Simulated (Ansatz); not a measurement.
Potential energy curve for disilane, H6Si2, SMILES [SiH3][SiH3]. The Si1–Si5 bond (Si1 also carries H, H, H; Si5 carries H, H, H) is varied alone, starting from the PBE0/def2-TZVP optimised geometry.

Levels: UMP2 = MP2 on UHF/cc-pVDZ, frozen core (Ansatz, a first-principles code); RKS-PBE0 = restricted PBE0/cc-pVDZ run with Ansatz; UCCSD(T) = CCSD(T) on UHF/cc-pVDZ, frozen core (Ansatz).

Energies relative to the lowest point of each curve near equilibrium, in kJ/mol:

```json
[
 {"R / Å": "1.93", "UMP2": "172.8", "RKS-PBE0": "156.4"},
 {"R / Å": "2.20", "UMP2": "16.7", "RKS-PBE0": "13.8"},
 {"R / Å": "2.28", "UMP2": "3.7", "RKS-PBE0": "2.7"},
 {"R / Å": "2.34", "UMP2": "0.0", "RKS-PBE0": "0.0"},
 {"R / Å": "2.39", "UMP2": "0.1", "RKS-PBE0": "0.7"},
 {"R / Å": "2.51", "UMP2": "9.6", "RKS-PBE0": "10.8"},
 {"R / Å": "2.67", "UMP2": "35.4", "RKS-PBE0": "36.4"},
 {"R / Å": "3.10", "UMP2": "133.8", "RKS-PBE0": "131.4"},
 {"R / Å": "3.42", "UMP2": "230.1", "RKS-PBE0": "202.0"},
 {"R / Å": "3.85", "UMP2": "278.3", "RKS-PBE0": "281.6"},
 {"R / Å": "5.67", "UMP2": "302.5", "RKS-PBE0": "443.2"},
 {"R / Å": "6.77", "UMP2": "303.0", "RKS-PBE0": "469.2"}
]
```

Q: What does UCCSD(T) give at the same points?

A: 1.93: 174.4; 2.20: 17.4; 2.28: 4.0; 2.34: 0.1; 2.39: 0.0; 2.51: 8.7; 2.67: 33.2; 3.10: 124.6; 3.42: 192.4; 3.85: 260.6; 5.67: 302.9; 6.77: 303.4 (kJ/mol).

The unrestricted determinant behind UMP2, UCCSD(T) is spin-contaminated at 3.42 to 6.77 Å (<S²> up to 1.0, against 0.00 for a pure singlet). The restricted form behind RKS-PBE0 keeps the bonding electrons paired and can't separate into open-shell fragments.
